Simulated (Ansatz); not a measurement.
Correlation energies of FLi by basis set

```xyz
2

Li    0.6188    0.2900   -0.3755
F    -0.6188   -0.2900    0.3755
```

Total charge 0; spin multiplicity 1. Correlated methods include outer-core shells of Li, which these sets cover unevenly. All single points use the PBE0-D4/def2-TZVP geometry. Frozen core, restricted reference, Ansatz. CBS rows extrapolate triple and quadruple zeta. For Li the program correlates outer-core shells too, which these sets cover unevenly, so the extrapolated numbers aren't a true limit.

| basis | HF (Eh) | MP2 corr. | CCSD corr. | (T) | CCSD(T) total |
| --- | --- | --- | --- | --- | --- |
| def2-SVP | -106.84899 | -0.20426 | -0.20583 | -0.00197 | -107.05679 |
| def2-TZVPP | -106.98565 | ? | -0.30808 | ? | ? |
| def2-QZVPP | -106.99176 | -0.33432 | ? | -0.00928 | ? |
| CBS(def2) | -106.99260 | -0.35537 | -0.35373 | ? | ? |

**Question.** Fill in the withheld values. (An estimate is asked.)

**Answer.** Ansatz gave: def2-TZVPP MP2 corr.: -0.30591; def2-TZVPP (T): -0.00708; def2-TZVPP CCSD(T) total: -107.30081; def2-QZVPP CCSD corr.: -0.33430; def2-QZVPP CCSD(T) total: -107.33534; CBS(def2) (T): -0.01091; CBS(def2) CCSD(T) total: -107.35724.
